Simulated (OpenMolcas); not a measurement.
**NO2F (nitryl fluoride) at BMK/cc-pCVDZ (Cholesky decomposition)**

What is the vertical ionisation energy of NO2F (nitryl fluoride) at BMK/cc-pCVDZ (Cholesky decomposition)? 

Program for the calculation: OpenMolcas 26.06.

**1. The molecule**

NO2F: 4 atoms, total charge 0, spin state singlet. SMILES: `O=[N+]([O-])F`. The coordinates come from a PBE0-D4/def2-TZVP relaxation.

Bond lengths: O1–N2 1.170 Å, N2–O3 1.170 Å, N2–F4 1.442 Å. Angles: O1–N2–O3 135.6°, O1–N2–F4 112.2°, O3–N2–F4 112.2°.

**2. The energy at BMK/cc-pCVDZ (Cholesky decomposition)**

The input, job.inp:

```
&GATEWAY
BasLib=$CurrDir
Coord
4
angstrom
O        0.188290       0.469930       1.120250
N        0.079720      -0.071800       0.089140
O        0.476580      -1.068680      -0.376880
F       -0.744590       0.670550      -0.832510
Basis=cc-pCVDZ
Group=NoSym
&SEWARD
High
&SCF
KSDFT=2
1.0 HYB_MGGA_X_BMK
1.0 GGA_C_BMK
PrOrbitals=1 1
```

The basis set cc-pCVDZ is read from a file made from the Basis Set Exchange's data (not shown).

The run is started by

```bash
$ export MOLCAS_MEM=1860
$ pymolcas job.inp > job.log
```

Output (excerpt; [...] marks lines left out):

```text
--- Start Module: gateway ---
[...]
--- Stop Module: gateway /rc=_RC_ALL_IS_WELL_ ---
--- Start Module: seward ---
[...]
      Basis functions           72
--- Stop Module: seward /rc=_RC_ALL_IS_WELL_ ---
[...]
--- Start Module: scf ---
[...]
       Convergence after  12 Iterations
[...]
::    Total KS-DFT energy                            -304.7730058214
[...]
      Total spin, S                                     0.0000000000
[...]
      Total electronic charge=   32.000000
      Total            charge=   -0.000000
[...]
      Dipole Moment (debye):
      Origin of the operator (angstrom)=   -0.0369    0.0332   -0.0412
                   X=  1.5358E-01               Y= -1.3835E-01               Z=  1.7172E-01           Total=  2.6873E-01
      Quadrupole Moment (debye*angstrom):
[...]
--- Stop Module: scf /rc=_RC_ALL_IS_WELL_ ---
[...]
```

Wall time 6.9 s (1 thread of Arm Neoverse V1, shared host); peak memory 0.093 GiB.

**3. The doublet cation**

The input, job.input:

```
&gateway
 baslib
 $CurrDir
 coord
 4
 angstrom
 O        0.188290       0.469930       1.120250
 N        0.079720      -0.071800       0.089140
 O        0.476580      -1.068680      -0.376880
 F       -0.744590       0.670550      -0.832510
 basis
 cc-pCVDZ
 group
 NoSym

&seward
 high

&scf
 uhf
 charge
 1
 spin
 2
 ksdft
 2
 1.0 HYB_MGGA_X_BMK
 1.0 GGA_C_BMK
 prorbitals
 1 1
```

The basis set cc-pCVDZ is read from a file made from the Basis Set Exchange's data (not shown).

The run is started by

```bash
$ export MOLCAS_MEM=1860
$ pymolcas job.input > job.log
```

Output (excerpt; [...] marks lines left out):

```text
--- Start Module: gateway ---
[...]
--- Stop Module: gateway /rc=_RC_ALL_IS_WELL_ ---
--- Start Module: seward ---
[...]
      Basis functions           72
--- Stop Module: seward /rc=_RC_ALL_IS_WELL_ ---
[...]
--- Start Module: scf ---
[...]
       Convergence after  20 Iterations
[...]
::    Total KS-DFT energy                            -304.2707914295
[...]
      Total spin, S                                     0.5108003934
[...]
      Total electronic charge=   31.000000
      Total            charge=    1.000000
[...]
      Dipole Moment (debye):
      Origin of the operator (angstrom)=   -0.0369    0.0332   -0.0412
                   X=  8.1110E-01               Y= -7.3045E-01               Z=  9.0692E-01           Total=  1.4191E+00
      Center of Charge (angstrom)
[...]
--- Stop Module: scf /rc=_RC_ALL_IS_WELL_ ---
[...]
```

Run time: 15 s. Hardware: 1 thread of Arm Neoverse V1, shared host; peak memory 0.093 GiB.

**4. Summary of results**

Level: BMK/cc-pCVDZ (Cholesky decomposition).

```
                                          quantity          value
                        singlet NO2F: total energy  -304.77301 Eh
                       singlet NO2F: dipole moment         0.27 D
                         singlet NO2F: HOMO energy      -11.26 eV
                         singlet NO2F: LUMO energy       -1.54 eV
                       singlet NO2F: HOMO–LUMO gap        9.72 eV
                      doublet cation: total energy  -304.27079 Eh
doublet cation: HOMO energy (highest over α and β)      -20.63 eV
 doublet cation: LUMO energy (lowest over α and β)      -16.09 eV
                              doublet cation: ⟨S²⟩          0.772
vertical ionisation energy (to the doublet cation)      13.666 eV
```

This program's gradients are faulty for this kind of reference, so any forces in the log (doublet cation) can't be trusted; the energy can. The vertical ionisation energy comes to 13.67 eV (315 kcal/mol). −ε(HOMO) before ionisation, 11.26 eV, is 2.40 eV below this ionisation energy.
